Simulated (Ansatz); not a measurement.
Computed against measured: atomisation enthalpy at 298 K

8 molecules with open shells; the atomisation enthalpy at 298 K in kJ/mol, computed less measured. Shapes, held fixed at every level: PBE0-D4/def2-TZVP. Flexible molecules stand in one conformer, not always the lowest. Thermal terms are harmonic and unscaled (PBE0-D4/def2-TZVP); the spin-orbit lowering of the free atoms is taken from their spectra. Programs: Ansatz 0.2.0. Measured values: Active Thermochemical Tables.

Levels: A = PBE-D4/def2-TZVPP; B = B3LYP-D4/def2-TZVPP; C = CCSD/def2-TZVPP.

```csv
molecule,from tabulated heats,A,B,C
N2H (SMILES [N]=N),913,+94,+35,-88
C2HO (ethynyloxy radical),1723,+127,+19,-113
CH3 (SMILES [CH3]),1224,+11,+11,-32
CH3O (hydroxymethyl radical),1636,+50,+7,-71
N2H3 (hydrazinyl radical),1374,+86,+42,-94
C2H3O (acetyl radical),2347,+95,+9,-113
C3H3 (cyclopropenyl radical),2318,+110,+11,-117
C2H5O (ethoxy radical),2784,+83,+19,-104
```

Task: Which level does best on this set, which worst, and which err to one side?

Result: 
```json
{"level": "PBE-D4/def2-TZVPP", "kind": "GGA", "mean error": "+82.0", "mean absolute error": "82.0", "worst case": "C2HO"}
{"level": "B3LYP-D4/def2-TZVPP", "kind": "global hybrid", "mean error": "+19.1", "mean absolute error": "19.1", "worst case": "N2H3"}
{"level": "CCSD/def2-TZVPP", "kind": "coupled cluster or CI", "mean error": "-91.5", "mean absolute error": "91.5", "worst case": "C3H3"}
```

On this set B3LYP-D4/def2-TZVPP has the smallest mean absolute error and CCSD/def2-TZVPP the largest. PBE-D4/def2-TZVPP is too high in 8 of 8; B3LYP-D4/def2-TZVPP is too high in 8 of 8; CCSD/def2-TZVPP is too low in 8 of 8. Heats of the atoms come from ATcT where it has them. Correlated wave functions converge slowly with the basis. CCSD also lacks the triples, which bind further. T1 is large for N2H (0.040), so single-reference values are less sure there. Spin contamination: N2H (⟨S²⟩ up to 0.85), C2HO (⟨S²⟩ up to 0.81). Open shells run unrestricted. The set is small.
